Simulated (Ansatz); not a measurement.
# C₃H₃F: basis-set convergence

The task here is to estimate one member of a computed series from the others.

Program: Ansatz 0.2.0, Gaussian basis. Level of theory: one geometry, several basis sets. These are calculated values, not measurements.

Levels to be run: PBE0-D4/def2-SVP; ωB97M-V/def2-SVP; PBE0-D4/def2-QZVPP; ωB97M-V/def2-QZVPP; the functionals' def2-TZVPP values are taken from earlier runs.

**The geometry**

The geometry comes from an earlier relaxation with PBE0-D4 in a triple-zeta def2 set; it is a stationary point, not always the lowest conformer.

SMILES `FC1C=C1`, 7 atoms, charge 0, spin multiplicity 1.

Atoms are counted from 1 here; the program's logs count them from 0.

Bond lengths: F1–C2 1.387 Å, C2–C3 1.459 Å, C2–C4 1.459 Å, C2–H5 1.087 Å, C3–C4 1.300 Å, C3–H6 1.077 Å, C4–H7 1.077 Å. Angles: F1–C2–C3 118.4°, F1–C2–C4 118.4°, F1–C2–H5 108.2°, C3–C2–C4 52.9°, C3–C2–H5 124.9°, C4–C2–H5 124.9°, C2–C3–C4 63.5°, C2–C3–H6 147.0°, C4–C3–H6 149.4°, C2–C4–C3 63.5°, C2–C4–H7 147.0°, C3–C4–H7 149.4°.

Coordinates:

```xyz
7
C3H3F
F    -1.5304   -0.9811    0.0107
C    -0.5189   -0.1493   -0.4461
C     0.1826    0.6869    0.5222
C     0.8301   -0.3472    0.0732
H    -0.7553    0.1452   -1.4653
H     0.1409    1.5433    1.1745
H     1.7122   -0.9658    0.0851
```

The first run:

Contents of in.yaml:

```yaml
crystal:
  periodic: [false, false, false]
  atoms:
    - {symbol: F, position_ang: [-1.530436, -0.981062, 0.010749]}
    - {symbol: C, position_ang: [-0.518892, -0.149288, -0.446066]}
    - {symbol: C, position_ang: [0.182627, 0.686855, 0.522154]}
    - {symbol: C, position_ang: [0.830144, -0.347150, 0.073235]}
    - {symbol: H, position_ang: [-0.755271, 0.145208, -1.465326]}
    - {symbol: H, position_ang: [0.140947, 1.543328, 1.174509]}
    - {symbol: H, position_ang: [1.712182, -0.965789, 0.085146]}
basis:
  gaussian: {orbitals: def2-SVP}
hamiltonian: {xc: pbe0, dispersion: d4}
output: {orbitals: {seedname: orbitals}}
```

The run is started by

```sh
$ ansatz run in.yaml --threads 2 --pin off --events-out ev --progress --plain --max-ram 4352MiB
```

Among the steps run: PBE0-D4 in def2-SVP; ωB97M-V in def2-SVP; PBE0-D4 in def2-QZVPP; ωB97M-V in def2-QZVPP.

One of the session's tables, all rows but one given; the rest of the session is left out.

It belongs to the step «Density functionals: the series». 

```
functional       basis  HOMO (eV)  LUMO (eV)
   PBE0-D4    def2-SVP      -8.30      -0.16
   PBE0-D4  def2-TZVPP          ?          ?
   PBE0-D4  def2-QZVPP      -8.46      -0.43
   ωB97M-V    def2-SVP     -10.60       2.16
   ωB97M-V  def2-TZVPP     -10.74       1.83
   ωB97M-V  def2-QZVPP     -10.78       1.65
```

Q: Estimate the row for PBE0-D4, def2-TZVPP from the others.

The run gave: HOMO (eV): -8.43; LUMO (eV): -0.35. In the column «HOMO (eV)» it lies between PBE0-D4, def2-QZVPP (-8.46) and PBE0-D4, def2-SVP (-8.30).
